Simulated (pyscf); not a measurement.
6 gas-phase steps of one pattern: four-centre exchange on the singlet surface, B–C + Cl–H or B–C + F–H or C–Ga + F–H or C–In + F–H broken and B–Cl + C–H or B–F + C–H or C–H + F–Ga or C–H + F–In formed. Optimised with ωB97X-D3(BJ)/def2-SVP in PySCF. Electronic energies in kcal/mol, from the separated reactants; ΔE‡ and ΔE at ωB97M-D3(BJ)/def2-TZVP. Rows were drawn at random from the steps of this pattern with a verified saddle, stable references and no exit in the data more than 5 kcal/mol lower.

```tsv
row	step	ΔE	ΔE‡
1	H₃C–B(CH₃)–CH₃ (SMILES CB(C)C) + HF (SMILES F) → CH₄ (SMILES C) + H₃C–B(CH₃)–F (SMILES CB(C)F)	-38.8	16.6
2	H₃C–GaH–CH₃ (SMILES [CH3][GaH][CH3]) + HF (SMILES F) -> CH₄ (SMILES C) + H₃C–GaH–F (SMILES [CH3][GaH][F])	-31.3	?
3	HF (SMILES F) + H₂C=CH–B(F)–F (SMILES C=CB(F)F) → F–B(F)–F (SMILES FB(F)F) + H₂C=CH₂ (SMILES C=C)	-28.8	22.3
4	H₃C–InH–CH₃ (SMILES [CH3][InH][CH3]) + HF (SMILES F) -> CH₄ (SMILES C) + H₃C–InH–F (SMILES [CH3][InH][F])	-28.6	2.1
5	H₃C–B(CH₃)–CH₃ (SMILES CB(C)C) + HCl (SMILES Cl) -> CH₄ (SMILES C) + H₃C–B(CH₃)–Cl (SMILES CB(C)Cl)	-25.4	18.1
6	HCl (SMILES Cl) + H₂C=CH–BH–Cl (SMILES C=CBCl) → Cl–BH–Cl (SMILES ClBCl) + H₂C=CH₂ (SMILES C=C)	-15.5	21.8
```

From a straight line through the complete rows, estimate the missing barrier and say how far the line can be trusted.

Over the 5 complete rows the means are -27.4 (ΔE) and 16.2 (ΔE‡); least squares gives b = 0.27 and a = 23.6 kcal/mol, with residuals of 7.1 kcal/mol (root mean square; largest 13.8, row 4). For row 2: 23.6 + 0.27 × (-31.3) = 15.1 kcal/mol. The computed barrier is 3.4 kcal/mol, 11.7 under the line. The scatter is large against the spread of the barriers, so the line says little here. Each barrier is that of the saddle found. Elements up to Kr have no core potential and no relativistic terms here. Elements past Kr carry the def2 core potentials, without spin-orbit coupling.
